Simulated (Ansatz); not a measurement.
# Structure optimisation: palladium, fcc

Level of theory: DFT, revPBE, plane waves (420 eV) with PAW, scalar-relativistic in Ansatz. (PAW data from PBE, frozen cores regenerated.)

k-point mesh 11×11×8, Fermi-Dirac smearing 0.05 eV, starting moments 0.50, -0.50 μB. Cell and atoms relax.

Starting structure:

```cif
data_structure
_symmetry_space_group_name_H-M 'P 1'
_symmetry_Int_Tables_number 1
_cell_length_a 2.7505
_cell_length_b 2.7505
_cell_length_c 3.8898
_cell_angle_alpha 90.000
_cell_angle_beta 90.000
_cell_angle_gamma 90.000
_cell_volume 29.43
loop_
_atom_site_label
_atom_site_type_symbol
_atom_site_fract_x
_atom_site_fract_y
_atom_site_fract_z
_atom_site_occupancy
Pd1 Pd 0.00000 0.00000 0.00000 1
Pd2 Pd 0.50000 0.50000 0.50000 1
```

**Question.** The pressure at the start is 11.2 GPa. By how much does the volume change?

**Answer.** From 14.71 to 15.65 Å³ per atom, 6.3 %. The final cell has a = 3.970 Å.

**Question.** How much energy does the relaxation gain?

**Answer.** 30.4 meV per atom.

Path of the relaxation (the plane waves are chosen anew near the end, which can shift the energy a little):

```
step  E − E(final) (meV/atom)  V (Å³/atom)  P (GPa)  max force (eV/Å)
   0                    30.41       14.714    11.17             0.000
   1                    11.50       16.274    -5.37             0.000
   2                     0.56       15.733    -0.79             0.000
   3                     0.32       15.652    -0.02             0.000
   4                     0.00       15.652    -0.05             0.000
   5                     0.00       15.646     0.00             0.000
   6                     0.00       15.646     0.00             0.000
```

**Question.** Which magnetic state does it end in?

**Answer.** non-magnetic.
